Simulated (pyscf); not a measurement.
H₂C=C=CH–CH₂–Br (SMILES C=C=CCBr) + H₂ (SMILES [H][H]) -> H₂C=CH–CH=CH₂ (SMILES C=CC=C) + HBr (SMILES Br) (concerted two-bond exchange; singlet surface; Br–C, H–H broken, C–H, Br–H formed). Structures and frequencies: ωB97X-D3(BJ)/def2-SVP in PySCF. Energies in eV from the separated reactants.

| level | barrier | reaction energy |
|---|---|---|
| ωB97X-D3(BJ)/def2-TZVP | 1.91 | -1.18 |
| PBE/def2-TZVP | 1.28 | -1.14 |
| r²SCAN/def2-TZVP | 1.37 | -1.18 |
| B3LYP-D3(BJ)/def2-TZVP | 1.51 | -1.20 |
| PBE0-D3(BJ)/def2-TZVP | [?] | -1.20 |
| HF/def2-TZVP | [?] | [?] |

**Question.** What belongs in the gaps?

**Answer.** 
- PBE0-D3(BJ)/def2-TZVP, barrier: 1.53
- HF/def2-TZVP, barrier: 2.65
- HF/def2-TZVP, reaction energy: -1.53

The functionals in the table span 0.63 eV in this barrier, from PBE to ωB97X-D3(BJ). H₂C=C=CH–CH₂–Br lies 0.50 eV over its isomer H₂C=CH–C(=CH₂)–Br (electronic energy, ωB97M-D3(BJ)). One saddle was located; it need not be the lowest between these sides. Elements up to Kr have no core potential and no relativistic terms here.
